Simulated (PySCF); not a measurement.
Compound: 2-cyclobutene-1-one, C4H4O.
Bonds: O1–C2 (double), C2–C3, C3–C4 (double), C4–C5, C2–C5. Hydrogens: H6 on C3; H7 on C4; H8, H9 on C5.

Method: PBE0-D3(BJ)/def2-SVP geometry optimisation, gas phase (PySCF); density fitting, grid level 1; the optimiser is geomeTRIC in internal coordinates, started from an MMFF94s structure with every atom displaced at random (about 0.03 Å).

Step 1: E = -6246.5421 eV
```
atom  x, y, z in Å  |  force x, y, z in eV/Å
O1      1.8870    1.0763   -0.5701    2.511  -0.333  -0.641
C2      0.9236    0.4703   -0.2742   -3.029   0.892   0.662
C3     -0.4133    1.0561    0.0699   -0.152  -1.469   0.429
C4     -0.9447   -0.1835    0.2889   -0.037   0.749  -0.498
C5      0.3152   -0.9722   -0.0650    0.466   0.361   0.278
H6     -0.7333    2.0935    0.1575   -0.250   0.023  -0.011
H7     -1.9676   -0.5084    0.5674    0.573   0.037  -0.060
H8      0.3019   -1.5791   -0.9855   -0.073  -0.150   0.139
H9      0.7639   -1.5224    0.7855   -0.008  -0.110  -0.298
```

Step 2: E = -6246.6394 eV
```
atom  x, y, z in Å  |  force x, y, z in eV/Å
O1      2.0283    0.8661   -0.6117   -1.139   0.636   0.267
C2      0.9146    0.5495   -0.2849   -0.093  -1.923   0.217
C3     -0.4500    1.0521    0.0974    0.259   1.241  -0.069
C4     -0.9699   -0.1804    0.2730    0.929   0.344  -0.321
C5      0.3179   -0.8983   -0.0613    0.226  -0.186  -0.132
H6     -0.8344    2.0685    0.2060   -0.197   0.034  -0.005
H7     -1.9571   -0.5476    0.5468   -0.089   0.046   0.066
H8      0.3024   -1.5303   -0.9636    0.046  -0.097   0.004
H9      0.7811   -1.4490    0.7727    0.060  -0.096  -0.027
```

Step 3: E = -6246.7398 eV
```
atom  x, y, z in Å  |  force x, y, z in eV/Å
O1      1.9672    0.9097   -0.5922   -0.546   0.045   0.118
C2      0.8827    0.5090   -0.2705    0.912   0.003  -0.152
C3     -0.4510    1.0932    0.0987    0.744  -0.386  -0.195
C4     -0.9229   -0.1583    0.2601   -0.790  -0.230   0.224
C5      0.3246   -0.9408   -0.0612   -0.007   0.748  -0.095
H6     -0.8473    2.1085    0.1982   -0.013  -0.174  -0.027
H7     -1.9108   -0.5160    0.5372   -0.270  -0.079   0.101
H8      0.3033   -1.5742   -0.9633   -0.020   0.045  -0.003
H9      0.7870   -1.5005    0.7674   -0.010   0.028   0.028
```

Step 4: E = -6246.7738 eV
```
atom  x, y, z in Å  |  force x, y, z in eV/Å
O1      1.9558    0.9597   -0.5829    0.443  -0.122  -0.106
C2      0.9041    0.4978   -0.2678   -0.511   0.154   0.059
C3     -0.4245    1.0642    0.0884   -0.166  -0.012   0.110
C4     -0.9462   -0.1688    0.2728    0.017   0.061  -0.079
C5      0.3219   -0.9323   -0.0641    0.104  -0.055   0.060
H6     -0.8129    2.0800    0.1752   -0.046   0.026   0.000
H7     -1.9478   -0.5129    0.5582    0.157   0.029  -0.027
H8      0.2983   -1.5615   -0.9688    0.003  -0.022   0.005
H9      0.7841   -1.4957    0.7633   -0.002  -0.059  -0.022
```

Task: Estimate the geometry and energy of step 5. (The exact step hangs on the optimiser's Hessian estimate; all steps are aligned on step 4, rigid shifts and turns removed.)

Result: E = -6246.7822 eV, largest force 0.089 eV/Å
```
atom  x, y, z in Å  |  force x, y, z in eV/Å
O1      1.9694    0.9311   -0.5891   -0.020   0.010   0.000
C2      0.8997    0.5056   -0.2696   -0.028  -0.084   0.014
C3     -0.4323    1.0709    0.0934    0.036   0.058   0.000
C4     -0.9441   -0.1659    0.2691    0.006   0.002  -0.018
C5      0.3235   -0.9273   -0.0628    0.026   0.034   0.013
H6     -0.8305    2.0836    0.1834   -0.021  -0.005  -0.005
H7     -1.9394   -0.5160    0.5530    0.002   0.003   0.011
H8      0.3014   -1.5584   -0.9664    0.003  -0.004  -0.004
H9      0.7851   -1.4931    0.7635   -0.002  -0.015  -0.011
```

The energy changes by -0.0085 eV. The first-order estimate −F·Δx gives -0.0178 eV and the mean of the old and new forces, exact on a quadratic surface, -0.0086 eV. The step makes an angle of 58° with the force vector and moves no atom by more than 0.032 Å.

The cost below is that of the whole optimisation. Time: 19 s; peak memory 0.37 GiB. Hardware: one thread of an Arm Neoverse V1, no GPU, on a shared host.
